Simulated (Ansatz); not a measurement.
# BH$_{4}$, doublet: the ladder up to UCCSDT(Q)

Geometry: a point of a stretch scan, not a stationary point.

```json
{"atom": "B", "x (Å)": "-0.0030", "y (Å)": "0.0058", "z (Å)": "0.0058"}
{"atom": "H", "x (Å)": "0.4117", "y (Å)": "0.8183", "z (Å)": "0.8164"}
{"atom": "H", "x (Å)": "-0.4274", "y (Å)": "-0.8019", "z (Å)": "0.8162"}
{"atom": "H", "x (Å)": "-0.4158", "y (Å)": "0.8145", "z (Å)": "-0.8097"}
{"atom": "H", "x (Å)": "0.4640", "y (Å)": "-0.8934", "z (Å)": "-0.8848"}
```

Basis cc-pVTZ; Ansatz 0.2.0. Only valence electrons are correlated (noble-gas cores frozen), which leaves 7 electrons in 85 orbitals. Prefix R: restricted or restricted open-shell reference; prefix U: unrestricted. Active spaces: pair = (3e, 3o) about the gap; valence = (7e, 8o) chosen from the atoms' valence shells.

Full CI isn't at hand for all of this; UCCSDT(Q) serves as the reference, and is uncertain by the last step of the cluster series or more. The frozen core follows each run's orbitals, which can shift R against U totals by a few meV.

The UHF ⟨S²⟩ is 0.776 and the T1 diagnostic (RCCSD) is 0.0202. The largest doubles amplitude (RCCSD) is 0.048 and the T1 diagnostic (UCCSD) is 0.0203.

```
                   level  E − E(UCCSDT(Q)) (mEh)  share of correlation (%)     wall time
                     RHF                  178.63                      0.00             –
                     UHF                  172.19                      3.61             –
                    RMP2                   30.78                     82.77             –
                    UMP2                   32.52                     81.80             –
                   RCCSD                    6.08                     96.60             –
                   UCCSD                    5.99                     96.65             –
                RCCSD(T)                    0.91                     99.49          20 s
                UCCSD(T)                    0.98                     99.45          16 s
                 BCCD(T)                    0.93                     99.48  8.5 s (H100)
                  RCCSDT                    0.15                     99.91             –
                  UCCSDT                    0.15                     99.92             –
               RCCSDT(Q)                    0.01                     99.99    9 s (H100)
     CASSCF (pair space)                  162.02                      9.30             –
     NEVPT2 (pair space)                   30.00                     83.20  4.3 s (H100)
     MRCISD (pair space)                   11.37                     93.63             –
   MRCISD+Q (pair space)                    0.50                     99.72  7.5 s (H100)
  CASSCF (valence space)                  111.31                     37.69             –
  NEVPT2 (valence space)                   26.01                     85.44         2.9 s
  MRCISD (valence space)                    5.94                     96.68             –
MRCISD+Q (valence space)                    0.98                     99.45  6.5 s (H100)
```

The correlation energy at UCCSDT(Q), counted from RHF, is -4.861 eV. That run took 9 s on 2 threads of AMD EPYC 7R13 with a shared H100 80 GB, shared host.

Times hold each run's SCF and search for its determinant on a shared host, so for small cases they say little of a method's own cost; rows without a card ran on 1 thread of AMD EPYC 7R13. Some runs computed forces too.

Natural occupations of CASSCF (valence space) about the gap: 1.981 1.965 1.956 1.007 0.031 0.023 0.019 0.018; effectively unpaired electrons, Σ n²(2−n)², 1.02.
